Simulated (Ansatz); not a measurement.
One arrangement of a pair

The pair of NH$_{4}$⁺ (SMILES [NH4+], atoms 1–5) and N$_{2}$ (SMILES N#N, atoms 6–7), both closed shells, in one local arrangement (a lower one may exist), relaxed at PBE0-D4/def2-TZVP:

```csv
atom,x (Å),y (Å),z (Å)
N1,-0.0464,0.0969,-1.0096
H2,-0.8140,-0.4708,-1.3750
H3,-0.2052,1.0765,-1.2546
H4,0.8329,-0.2167,-1.4263
H5,0.0009,-0.0019,0.0197
N6,0.0911,-0.1901,1.9817
N7,0.1408,-0.2939,3.0640
```

Program: Ansatz 0.2.0. Basis: def2-TZVPPD, with def2-QZVPPD for the basis limit. Cores are frozen in the correlated methods. B3LYP uses VWN-RPA correlation. Extrapolation: Hartree–Fock as exp(−7.88 √X), correlation as X^−2.97. Interaction energies count from these two fragments, frozen as in the pair, with the counterpoise correction; negative means bound.

(1) What is the interaction energy by CCSD(T) at an estimated basis limit (MP2 extrapolated from triple and quadruple zeta, plus CCSD(T) − MP2 in triple zeta)? (Judge from chemistry; the value comes from the calculation.)

(2) Which atoms make the shortest contact between the fragments?

T1 diagnostic: at most 0.014.

Answers

(1) Computed: -5.86 kcal/mol. Hartree–Fock alone gives -3.49 kcal/mol at the basis limit. It counts from the two fragments frozen as in the pair.

The same quantity by other methods in triple zeta, and each one's difference from that estimate:
```
   method  E_int (kcal/mol)  difference
   PBE-D4             -6.87       -1.02
revPBE-D4             -6.26       -0.40
  BLYP-D4             -6.47       -0.61
r2SCAN-D4             -5.79        0.07
   B97M-V             -6.22       -0.36
  PBE0-D4             -6.32       -0.46
 B3LYP-D4             -6.26       -0.40
 HSE06-D4             -6.31       -0.46
  wB97X-V             -5.75        0.11
  wB97M-V             -5.73        0.13
   B2PLYP             -5.73        0.13
       HF             -3.46        2.39
      MP2             -5.80        0.06
     CCSD             -5.32        0.54
  CCSD(T)             -5.67        0.19
```
Differences are method less estimate.

(2) H5 and N6, 1.97 Å apart.

Basis-set superposition shift (counterpoise-corrected less uncorrected): CCSD(T) 0.40; MP2 0.41; HF 0.04; PBE0-D4 0.06; wB97M-V 0.06 kcal/mol.

For scale, one of the runs: CCSD(T)/def2-TZVPPD, 179 basis functions, launched by `ansatz run in.yaml --threads 2 --pin off --events-out ev --progress --plain --max-ram 5222MiB`. The run took 27 s on 2 CPU threads of an Arm Neoverse V1 (shared host), with 1.8 GiB of host memory at its peak.
